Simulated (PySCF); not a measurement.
# Dipole moment and polarisability of BClFH

Species: BClFH.
Cartesian coordinates in Å at the PBE0-D3(BJ)/def2-SVP level; atoms count from 1:
```xyz
4
BClFH angstrom
F     -0.7114   -0.1941    0.1049
B      0.2013    0.7462    0.1039
Cl     1.8821    0.2812    0.1123
H     -0.1262    1.9025    0.0971
```

The species is `FBCl` (BClFH).

Level: PBE0/def2-SVPD (PySCF), static field, nuclei fixed, core orbitals frozen in the response. The polarisability tensor in these axes (au):

```
x   35.33 -1.96  0.05
y   -1.96 28.06 -0.03
z    0.05 -0.03 23.82
```

Task: Diagonalise the tensor; give its mean and Δα, where Δα² is half the sum of the squared differences of the eigenvalues.

Result: Principal values 23.82, 27.57 and 35.82 au; mean 29.07 au = 4.31 Å³ = 4.79 × 10⁻⁴⁰ C²·m²/J; Δα = 10.64 au (37 % of the mean).

Task: What is the dipole moment, and where does it point?

Result: (-0.11, 0.74, 0.00) D, 0.74 D in size, pointing from the negative to the positive side. Measured along this direction, the outermost atoms are F1 and Cl3 at the negative end and H4 at the positive end.

Task: Traceless (Buckingham) quadrupole moment about the centre of nuclear charge: eigenvalues?

Result: -2.91, 1.15, 1.77 D·Å. The values depend on the origin, since the dipole doesn't vanish. The electronic extent ⟨r²⟩ about the same centre is 228 bohr², a root-mean-square distance of 1.41 Å for the 32 electrons.

Task: Form Σ f/ω² (atomic units) for the 10 lowest TDDFT singlets, given as eV and f, and set it beside the mean polarisability, which is this sum over all singlets: 6.58, 0.0031; 7.55, 0.0043; 7.90, 0.0999; 8.96, 0.0593; 9.56, 0.0871; 9.64, 0.1054; 10.07, 0.0137; 10.19, 0.0289; 10.27, 0.0026; 10.39, 0.0026.

Result: They add up to 3.73 au, 12.8 % of the 29.07 au; the largest single term is 1.18 au, from the state at 7.90 eV. Terms in order: 0.05, 0.06, 1.18, 0.55, 0.70, 0.84, 0.10, 0.21, 0.02, 0.02 au. Higher excitations give the rest. The strengths listed sum to 0.407.

Task: Find the Langevin capture rate constant for H3O+ (19.018 u) meeting this molecule (65.984 u), k = 2.342 × 10⁻⁹ cm³/s × √(α in Å³ / reduced mass in u).

Result: The reduced mass is 14.76 u, so k = 1.27 × 10⁻⁹ cm³/s. The formula leaves out the permanent dipole, which adds to the capture rate.

Geometry: PBE0-D3(BJ)/def2-SVP; no solvent, vibrations or thermal averaging.
